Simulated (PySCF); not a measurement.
Consider oxazole, `c1cocn1` (C3H3NO). Numbering: `[cH:1]1[cH:2][o:3][cH:4][n:5]1` These are map numbers, not IUPAC locants.

Computed at ωB97X-D3(BJ)/def2-TZVP // PBE0-D3(BJ)/def2-SVP with PySCF (density fitting, grid level 2). Zero-point and thermal terms (298.15 K, 1 bar) come from unscaled PBE0-D3(BJ)/def2-SVP harmonic frequencies, with soft modes damped to free rotors in the entropy.

Task: Rank these of its sites by proton affinity, highest first.
A. O3 (ring oxygen)
B. N5 (pyridine-type nitrogen)

Result: B (889 kJ/mol), A (658 kJ/mol).

Task: For O3 (ring oxygen), what are ΔE (electronic) and ΔG(298 K) of removing the proton again?

Result: ΔE = 678 and ΔG = 629 kJ/mol, beside ΔH = 658 kJ/mol. The protonated species is `c1c[oH+]cn1`.

Task: Of those listed, which site of protonation is favoured in diethyl ether (IEF-PCM), and by how much?

Result: N5 (pyridine-type nitrogen), by 208 kJ/mol over O3 (ring oxygen); the gas phase favours the same one.
